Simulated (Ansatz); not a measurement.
Input and command of a calculation in Ansatz (plane waves; scalar-relativistic PAW potentials unless the input names others):

```yaml
crystal:
  lattice:
    - [-1.4254841328, 1.4254841328, 6.9601132615]
    - [1.4254841328, -1.4254841328, 6.9601132615]
    - [1.4254841328, 1.4254841328, -6.9601132615]
  atoms:
    - { symbol: Cd, position: [0.6593731531, 0.6593731531, 0.0] }
    - { symbol: Cd, position: [0.3406268469, 0.3406268469, 0.0] }
    - { symbol: Mo, position: [0.0, 0.0, 0.0] }
basis:
  ecutwfc: 420
kpoints:
  mp_grid: { grid: [22, 22, 22] }
hamiltonian:
  xc: pbe
  hubbard: { sites: [{ species: Mo, l: d, u_eff: 40.0 }] }
scf:
  occupations: { method: gaussian, width: 0.1 }
  max_iter: 75
output:
  forces: true
  eigenvalues: true
  stress: true
```

```bash
ansatz run input.yaml --threads 1 --pin off --max-ram 2560MiB --backend cpu --events-out ev --progress --plain --runs-dir out
```

Abridged log:
```
Cd: projections on atomic orbitals take those of the free atom [Ar 3d10] 4s2 4p6 4d10 5s2, of charge +0.00 (hamiltonian.pseudopotentials.projection_atoms); the dataset's partial waves leave at most 1.3e-5 of an orbital's norm unspanned inside its sphere
Mo: projections on atomic orbitals take those of the free atom [Ar 3d10] 4s2 4p6 4d5 5s1, of charge +0.00 (hamiltonian.pseudopotentials.projection_atoms); the dataset's partial waves leave at most 6.0e-6 of an orbital's norm unspanned inside its sphere
Pseudopotentials: kind: paw
Pseudopotential: Cd, paw, valence charge 20, recommended cutoff 420 eV (normal)
Pseudopotential: Mo, paw, valence charge 14, recommended cutoff 420 eV (normal)
Functional definition: PBE
Crystal: 3 atoms, lattice volume = 56.572 Å³
Basis set: ecut = 420 eV, 1123 PW (Γ), FFT grids on a1+a3, a2+a3, a3, exchange–correlation on 40×40×100 points (8 copies of the dense FFT grid, shifted against one another)
Bands: 33, of which v1, the nominal top of the filled ones, is band 27 counted from 1 (26 counted from 0)
Symmetry: 16 space group operations
Space group: I4/mmm (ITA 139), of the structure as read, at distance tolerance 3.8e-5 Å
k-points: 834 of 10648
Initial density: superposition of atomic densities (chi_scale 0.1, normalization cell, long waves of neutral atoms under a Hubbard term (reshape's long-wave potential 0.18 eV rms, cloud 2.98 Å wide))
Initial wavefunctions: pseudopotential atomic-orbital guess
Functional: x = pbe(κ = 0.804, μ = 0.21951497), c = pbe(β = 0.06672455)
SCF iter   1: F=—  HF=-21415.694980 eV  |F-HF|=—  |Δ(HF+E_count)|=         —  Δρ=9.40e-2  dr2=1.13e1  ethr=3.10e-3  ⟨swp⟩=5.8  Hψ=96473  notcnv=0
SCF iter   2: F=—  HF=-21416.921238 eV  |F-HF|=—  |Δ(HF+E_count)|=    1.23e0  Δρ=5.75e-2  dr2=2.09e0  ethr=3.10e-3  ⟨swp⟩=2.4  Hψ=53717  notcnv=0  defer=1041
SCF iter   3: F=—  HF=-21430.024429 eV  |F-HF|=—  |Δ(HF+E_count)|=    1.31e1  Δρ=6.21e-2  dr2=2.68e0  ethr=3.10e-3  ⟨swp⟩=2.4  Hψ=50801  notcnv=0  defer=1225
SCF iter   4: F=—  HF=-21442.160095 eV  |F-HF|=—  |Δ(HF+E_count)|=    1.21e1  Δρ=4.82e-2  dr2=4.72e0  ethr=3.10e-3  ⟨swp⟩=3.0  Hψ=39855  notcnv=0  defer=1213
SCF iter   5: F=—  HF=-21447.701750 eV  |F-HF|=—  |Δ(HF+E_count)|=    5.54e0  Δρ=3.02e-2  dr2=2.39e0  ethr=3.10e-3  ⟨swp⟩=3.2  Hψ=39991  notcnv=0  defer=1220
SCF iter   6: F=—  HF=-21444.066656 eV  |F-HF|=—  |Δ(HF+E_count)|=    3.64e0  Δρ=2.32e-2  dr2=1.11e-1  ethr=3.10e-3  ⟨swp⟩=4.7  Hψ=61277  notcnv=0  defer=1220
SCF iter   7: F=—  HF=-21448.713283 eV  |F-HF|=—  |Δ(HF+E_count)|=    4.65e0  Δρ=1.16e-2  dr2=7.48e-1  ethr=2.06e-4  ⟨swp⟩=3.6  Hψ=60450  notcnv=0  defer=1198
SCF iter   8: F=—  HF=-21448.129477 eV  |F-HF|=—  |Δ(HF+E_count)|=   5.84e-1  Δρ=1.40e-2  dr2=7.14e-1  ethr=2.06e-4  ⟨swp⟩=1.8  Hψ=37881  notcnv=0  defer=1184
SCF iter   9: F=—  HF=-21448.104717 eV  |F-HF|=—  |Δ(HF+E_count)|=   2.48e-2  Δρ=1.22e-2  dr2=3.68e-1  ethr=2.06e-4  ⟨swp⟩=2.6  Hψ=36518  notcnv=0  defer=1183
SCF iter  10: F=—  HF=-21448.556903 eV  |F-HF|=—  |Δ(HF+E_count)|=   4.52e-1  Δρ=6.07e-3  dr2=4.67e-2  ethr=2.06e-4  ⟨swp⟩=3.4  Hψ=51547  notcnv=0  defer=1189
SCF iter  11: F=—  HF=-21448.694963 eV  |F-HF|=—  |Δ(HF+E_count)|=   1.38e-1  Δρ=2.44e-3  dr2=2.01e-2  ethr=8.64e-5  ⟨swp⟩=2.9  Hψ=53755  notcnv=0  defer=1200
SCF iter  12: F=—  HF=-21448.719917 eV  |F-HF|=—  |Δ(HF+E_count)|=   2.50e-2  Δρ=7.13e-4  dr2=6.65e-4  ethr=3.72e-5  ⟨swp⟩=2.3  Hψ=36732  notcnv=0  defer=1197
SCF iter  13: F=—  HF=-21448.721165 eV  |F-HF|=—  |Δ(HF+E_count)|=   1.25e-3  Δρ=1.88e-4  dr2=1.59e-5  ethr=1.23e-6  ⟨swp⟩=3.3  Hψ=52379  notcnv=0  defer=1197
SCF iter  14: F=—  HF=-21448.721194 eV  |F-HF|=—  |Δ(HF+E_count)|=   2.90e-5  Δρ=3.68e-5  dr2=1.36e-6  ethr=2.94e-8  ⟨swp⟩=3.5  Hψ=58130  notcnv=0  defer=1200
SCF iter  15: F=-21448.721194 eV  HF=-21448.721194 eV  |F-HF|=2.07e-8  |Δ(HF+E_count)|=   3.70e-8  Δρ=9.53e-6  dr2=6.69e-8  ethr=1.85e-10  ⟨swp⟩=13.1  Hψ=176695  notcnv=0
SCF 1 converged in 15 iterations: F = -21448.721194 eV  dr2 = 6.69e-8
SCF converged after 15 iterations
Free energy (F): -21448.721194 eV
Harris-Foulkes:  -21448.721194 eV  (|F-HF|=2.07e-8)
Internal energy: -21448.716495 eV  (E = F + TS)
E sigma→0 (E₀):  -21448.718844 eV
Entropy (-TS):   -0.004699 eV (-1.566 meV/atom)
Fermi energy:    19.563540 eV
--- Forces (eV/Å), atoms counted from 1 ---
  atom   1  Cd     0.00000000     0.00000000     3.83434117
  atom   2  Cd     0.00000000     0.00000000    -3.83434117
  atom   3  Mo     0.00000000     0.00000000     0.00000000
--- Stress (GPa, compression-positive) ---
       65.100260       0.000000       0.000000
        0.000000      65.100260       0.000000
        0.000000       0.000000      48.375348
  P = ⅓ Tr σ = 59.5253 GPa (595.253 kbar)
Occupation matrices written to <dir>
```

Q: What is wrong with this input?

A: The fault is an enormous or negative U (hamiltonian.hubbard: not typed → {"sites": [{"species": "Mo", "l": "d", "u_eff": 40.0}]}, the first being the value of the sound run). Setting it back cures it. The run converged all the same, with an energy at zero smearing 5.0 eV/atom above the reference's (the Hamiltonian itself differs), pressure 59.53 GPa, largest force 3.834 eV/Å, no gap on the mesh, so convergence alone doesn't show that an input is right. A reference run on usual settings, whose relaxation ended at this geometry, converged, and the end of its own relaxation has pressure -0.01 GPa, largest force 0.000 eV/Å, no gap on the mesh.

It took 2.4 min on 1 thread of Arm Neoverse V1 (shared host), peak memory 2 GiB.